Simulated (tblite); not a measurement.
C4H8P2.
Z-matrix (Å and degrees, GFN2-xTB geometry), rows numbered from 1:
```
C 
C   1  1.3245
C   2  1.4632  1  123.96
C   3  1.4980  2  119.97  1  -154.07
P   4  1.8454  3   67.70  2  -107.85
P   5  2.1694  3   96.97  4    94.63
H   1  1.0777  2  121.60  3     0.35
H   1  1.0758  2  121.81  3  -179.93
H   2  1.0827  1  120.43  3   179.39
H   3  1.0871  2  114.60  1    -7.40
H   4  1.0829  3  116.52  5   108.12
H   4  1.0829  3  117.96  5  -111.11
H   6  1.3941  5   93.85  3  -159.99
H   6  1.3942  5   93.72  3   107.78
```

Level: GFN2-xTB in tblite, geometry and Hessian alike; calculated harmonic values, unscaled, isolated species. The method is semi-empirical: single wavenumbers can be off by several per cent or more. Modes of hydrogen on phosphorus can be 10 to 20 % off. One conformer, not necessarily the lowest.

Harmonic wavenumbers (cm⁻¹): 72.9, 102.4, 119.3, 182.2, 235.2, 318.2, 430.2, 497.2, 586.3, 679.1, 701.0, 730.5, 754.8, 842.6, 874.3, 885.1, 934.5, 989.9, 1002.2, 1019.4, 1128.4, 1138.6, 1189.4, 1247.2, 1314.3, 1402.7, 1417.2, 1687.5, 2246.7, 2312.2, 2990.9, 3035.3, 3050.3, 3055.4, 3101.8, 3134.4.

A = 4991, B = 1238, C = 1143 MHz; mass 118.010 u (most abundant isotopes); point group C1, symmetry number 1.

Problem. Zero-point energy?

Solution. ½Σν̃ = 22705 cm⁻¹ = 64.92 kcal/mol.

Problem. What is S at 298.15 K and 1 bar for an ideal gas of classical rigid rotors and harmonic oscillators?

Solution. Translation 40.24, rotation 28.21, vibration 20.34: S = 88.8 cal/(mol K).

Problem. And Cp and H(298.15 K) − H(0)?

Solution. Cp = 30.51 cal/(mol K), of which vibrations give 22.56 (their classical limit is 36 R = 71.5); H(298.15 K) − H(0) = 5.67 kcal/mol without the zero-point energy, 3.30 from vibrations.

Problem. Which modes carry the vibrational entropy at 298.15 K?

Solution. 72.9 cm⁻¹: 4.07; 102.4 cm⁻¹: 3.41; 119.3 cm⁻¹: 3.11; 182.2 cm⁻¹: 2.31; 235.2 cm⁻¹: 1.84; 318.2 cm⁻¹: 1.32 cal/(mol K); the other 30 give 4.28 together.

Problem. What must be added to the electronic energy to get the Gibbs energy at 298.15 K and 1 bar?

Solution. ZPE + [H(298.15 K) − H(0)] − T·S = 64.92 + 5.67 − 26.47 = 44.12 kcal/mol.

Problem. How do the functions run with temperature in this model?

Solution. 
| T (K) | S (cal/(mol K)) | Cp (cal/(mol K)) | H − H(0) (kcal/mol) | G − H(0) (kcal/mol) | ln q(vib) |
| --- | --- | --- | --- | --- | --- |
| 150 | 72.3 | 19.1 | 2.02 | -8.83 | 1.92 |
| 250 | 83.8 | 26.6 | 4.29 | -16.65 | 3.77 |
| 400 | 98.8 | 38.0 | 9.17 | -30.37 | 6.58 |
| 600 | 116.4 | 48.8 | 17.93 | -51.94 | 10.32 |
| 900 | 138.3 | 58.9 | 34.22 | -90.27 | 15.61 |

q(vib) and H(0) count from the zero-point level.

Problem. Blend soft modes into free rotors: weight 1/[1 + (100 cm⁻¹/ν̃)⁴] for the oscillator and the rest for a rotor with moment μB/(μ + B), μ = h/(8π²ν), B = 10⁻⁴⁴ kg m². What vibrational entropy results?

Solution. 19.23 cal/(mol K) in place of 20.34, which changes −T·S at 298.15 K by +0.33 kcal/mol.

Hindered rotation and anharmonicity are outside this model. Other conformers, if any are populated, would add a mixing term that is left out. The structure is chiral; the term R ln 2 for an equal mix with its mirror image is left out.
